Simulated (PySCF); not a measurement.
C₃H₈, charge +1, multiplicity 2. Atoms are numbered in the order given.

```xyz
11

C     -1.2969    -0.0178     0.2349
C      0.0000     0.0000    -0.4623
C      1.2969     0.0178     0.2349
H     -2.1404    -0.3053    -0.4086
H     -1.2629    -0.6133     1.1681
H     -1.5297     1.0138     0.6127
H     -0.0223     0.7010    -1.3949
H      0.0223    -0.7010    -1.3949
H      2.1404     0.3053    -0.4086
H      1.2629     0.6133     1.1681
H      1.5297    -1.0138     0.6127
```
Charge +1, spin multiplicity 2.

Geometry optimised at B3LYP-D3(BJ)/def2-SVP. The spin state was assumed, not searched.

Computed with TDA-M06-2X/def2-SVPD in PySCF.

Vertical excitations. Isolated molecule, no solvent.

```csv
state,energy (eV),λ (nm),f,main pairs
root 1,2.31,537,0.000,β HOMO−1→LUMO 96 %
root 2,2.35,528,0.000,β HOMO−2→LUMO 92 %
root 3,3.17,391,0.117,β HOMO→LUMO 97 %
root 4,3.95,314,0.001,β HOMO−3→LUMO 91 %
root 5,4.94,251,0.068,β HOMO−4→LUMO 96 %
root 6,5.19,239,0.001,β HOMO−5→LUMO 96 %
root 7,9.12,136,0.004,"α HOMO→LUMO 49 %, β HOMO−6→LUMO 41 %"
root 8,9.27,134,0.044,"α HOMO→LUMO 42 %, β HOMO−6→LUMO 50 %"
root 9,9.90,125,0.090,α HOMO→LUMO+1 85 %
root 10,10.57,117,0.001,"β HOMO→LUMO+1 70 %, β HOMO−1→LUMO+1 16 %"
```
Unrestricted roots are not spin-pure.
